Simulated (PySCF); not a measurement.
**How the method moves the HOMO and LUMO of ethylidenecyclobutane**

Species: ethylidenecyclobutane, C₆H₁₀.
Geometry (PBE0-D3(BJ)/def2-SVP, Å), atoms numbered from 1 in this order:
```xyz
16
C6H10 angstrom
C      2.5540    0.0122    0.0942
C      1.2590    0.6883    0.4037
C      0.0564    0.2242    0.0635
C     -1.3574    0.7285    0.2679
C     -1.8778   -0.5288   -0.4735
C     -0.4192   -1.0128   -0.6732
H      3.2098    0.6568   -0.5155
H      3.1167   -0.2227    1.0137
H      2.4002   -0.9278   -0.4560
H      1.3080    1.6376    0.9520
H     -1.5813    1.6877   -0.2271
H     -1.6712    0.8144    1.3211
H     -2.4987   -1.1962    0.1409
H     -2.4214   -0.3188   -1.4056
H     -0.1718   -1.9692   -0.1836
H     -0.0901   -1.0814   -1.7233
```

Basis pcSseg-1 throughout (PySCF), one geometry. Isolated species at its PBE0-D3(BJ)/def2-SVP geometry, gas phase.

Q: How do the orbital energies, the gap and the dipole change with the method?

A: 
```
   method                    kind  HOMO (eV)  LUMO (eV)  gap (eV)  μ (D)  SCF cycles
     BLYP                     GGA      -5.32      -0.40      4.93   0.16          14
    B97-D                     GGA      -5.43      -0.44      4.99   0.16          14
     OPBE                     GGA      -5.45      -0.47      4.98   0.17          14
      PBE                     GGA      -5.47      -0.53      4.94   0.17          14
      KT2                     GGA      -5.49      -0.52      4.97   0.16          15
      KT3                     GGA      -5.52      -0.54      4.98   0.15          14
     BP86                     GGA      -5.56      -0.60      4.97   0.17          13
      LDA                     LDA      -5.56      -0.68      4.88   0.18          13
    B97-2           global hybrid      -6.35       0.39      6.73   0.17          13
    B3LYP           global hybrid      -6.38       0.22      6.59   0.16          13
     PBE0           global hybrid      -6.58       0.44      7.02   0.17          13
 mPW1PW91           global hybrid      -6.61       0.42      7.03   0.17          13
BHandHLYP           global hybrid      -7.55       1.51      9.06   0.17          12
CAM-B3LYP  range-separated hybrid      -7.89       1.57      9.45   0.17          12
  wB97X-D  range-separated hybrid      -8.42       2.24     10.66   0.18          11
       HF            Hartree–Fock      -8.98       4.09     13.07   0.20           9
  LC-wPBE  range-separated hybrid      -9.26       2.70     11.96   0.18          12
```

The HOMO spans 3.93 eV, from BLYP down to LC-wPBE, and the gap runs from 4.88 eV (LDA) to 13.07 eV (HF). Over the methods BLYP (0 %), B97-D (0 %), OPBE (0 %), PBE (0 %), KT2 (0 %), KT3 (0 %), BP86 (0 %), LDA (0 %), B97-2 (21 %), B3LYP (20 %), PBE0 (25 %), mPW1PW91 (25 %), BHandHLYP (50 %), HF (100 %), a straight line through the gap against the share of exact exchange rises by 0.81 eV for each 10 % (correlation coefficient 1.000). The dipole ranges from 0.15 D (KT3) to 0.20 D (HF). This basis has no diffuse functions.
